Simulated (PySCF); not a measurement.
Structure problem from calculated spectra and properties.

Elements present: C, F and H. Monoisotopic mass: 86.0532 u.

| Item | Value |
| --- | --- |
| UV, first state | lowest singlet excitation: 5.64 eV (220 nm, f = 0.728) [TDDFT PBE0/def2-SVPD] |
| 13C NMR | chemical shifts (computed TMS as zero) by class: 171.3 (1 C), 139.8 (1 C), 120.9 (1 C), 116.1 (1 C), 15.9 (1 C) ppm [GIAO B97-2/pcSseg-2] |
| Triplet | lowest triplet excitation (Tamm–Dancoff): 3.05 eV [TDA PBE0/def2-SVPD] |
| Dipole | 1.44 D [PBE0/def2-SVPD] |
| Polarisability | 69.5 au [PBE0/def2-SVPD] |
| Rotational structure | rotational constants A, B, C: 8.411, 1.926, 1.582 GHz [PBE0-D3(BJ)/def2-SVP] |

Gas-phase values; electronic properties from PySCF, density fitting. Levels stand in brackets. The structure is a single PBE0-D3(BJ)/def2-SVP conformer in the gas phase; no vibrational or solvent corrections. NMR classes are plain means over equivalent atoms (diastereotopic ones count apart unless rotation or inversion swaps them), as if these changed places fast.

Task: Which formula fits the mass and the elements?

Result: C5H7F (calculated 86.0532). No other formula that holds each of these elements comes within 0.0003 u with a fitting electron parity and a possible valence count.

Task: What is the compound? Reason from the data.

Result: Numbering: `[CH2:1]=[CH:2]/[CH:3]=[C:4](\[CH3:5])[F:6]`. Its formula, C5H7F, gives 2 degrees of unsaturation: 0 rings and 2 π bonds in the structure found. 5 carbons fall into 5 classes; from least to most shielded: vinylic C–F carbon [C4] (171.3 ppm), alkene CH carbon [C2] (139.8 ppm), terminal =CH2 carbon [C1] (120.9 ppm), alkene CH carbon [C3] (116.1 ppm), allylic carbon [C5] (15.9 ppm). S1 is mainly HOMO→LUMO (weight 0.97); the largest Löwdin shares of the orbital it empties are 0.24 on the terminal =CH2 carbon, 0.21 on the vinylic C–F carbon, 0.20 on an alkene CH carbon and 0.15 on an alkene CH carbon, of the orbital it fills 0.26 on the terminal =CH2 carbon, 0.22 on the vinylic C–F carbon, 0.18 on an alkene CH carbon and 0.11 on an alkene CH carbon. By its constants the optimised geometry is an asymmetric top. Structure: `C=C/C=C(\C)F`. Computed isomers that give other values at the same levels: `C#CC(C)(C)F` (rotational constant A: 4.849 GHz; this holds for the one conformer computed); `C=CC(=C)CF` (rotational constant A: 6.392 GHz; this holds for the one conformer computed); `F[C@H]1C=CCC1` (lowest singlet excitation: 6.95 eV (178 nm, f = 0.215)). The assignments are read from this structure; whether some other isomer fits the data as well wasn't checked.

Conformer computed: `[CH2:1]=[CH:2]/[CH:3]=[C:4](\[CH3:5])[F:6]`: C1–C2–C3–C4 180°.
